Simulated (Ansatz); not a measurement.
# How methods differ on Si2NH6 (SMILES N[SiH][SiH3])

Si2NH6: 9 atoms, total charge 0, spin state doublet. As SMILES, `N[SiH][SiH3]`. The shape is that of a PBE0-D4/def2-TZVP optimisation. This is one conformer, not always the lowest.

```xyz
9

N    -0.8001    0.8403   -1.4013
Si   -0.4126    0.9021    0.2789
Si    0.6278   -1.0770    0.9625
H    -1.3567    0.0899   -1.7777
H    -0.9209    1.6893   -1.9300
H     0.4616    2.1021    0.4482
H     1.9385   -1.3539    0.3072
H    -0.2824   -2.2170    0.6598
H     0.8333   -1.0219    2.4353
```

Quantity: the vertical ionisation energy (to the singlet cation), in eV. The values are calculated.

| level | kind | program | value (eV) | less CCSD(T)/6-311+G** | CPU time (all runs) |
| --- | --- | --- | --- | --- | --- |
| UHF/6-311+G** | Hartree–Fock | Ansatz | 6.96 | +0.06 | 6.5 s |
| USVWN5/6-311+G** | LDA | Ansatz | 7.10 | +0.20 | 7.1 s |
| UBLYP/6-311+G** | GGA | Ansatz | 6.92 | +0.02 | 12 s |
| U-r2SCAN/6-311+G** | meta-GGA | Ansatz | 7.27 | +0.37 | 21 s |
| UPBE0/6-311+G** | global hybrid | Ansatz | 7.26 | +0.36 | 14 s |
| UMP2/6-311+G** | perturbation theory | Ansatz | 6.93 | +0.03 | 6.6 s |
| UCCSD(T)/6-311+G** | coupled cluster or CI | Ansatz | 6.90 | 0.00 | 73 s |
| UCCSD/6-311+G** | coupled cluster or CI | Ansatz | 6.96 | +0.06 | 57 s |

UCCSD(T)/6-311+G** is the highest level here, not the true value. The values span 6.90 to 7.27 eV. Times are those of the runs behind each value, whatever else they computed, on shared processors of several kinds: orders of magnitude only.
